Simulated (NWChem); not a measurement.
Species: NH, triplet; SMILES [NH]

All runs: NWChem. Spin-unrestricted. Structure relaxed at the PBE0/def2-SVP, spin-unrestricted level. No stability test was run on the SCF state. B3LYP is NWChem's, with the RPA form of VWN correlation. Level: B3LYP/def2-SVP with SMD (1 M gas to 1 M solution), gas-phase geometry. Reactions with the solvent are ignored.

Among these, which solvent gives the lowest value of “dipole in solution (D)”?
A) 1,4-dioxane
B) water
C) ethylene glycol
D) cyclohexanone

A, 1,4-dioxane. Values: 1,4-dioxane 1.72; cyclohexanone 1.85; ethylene glycol 1.86; water 1.87
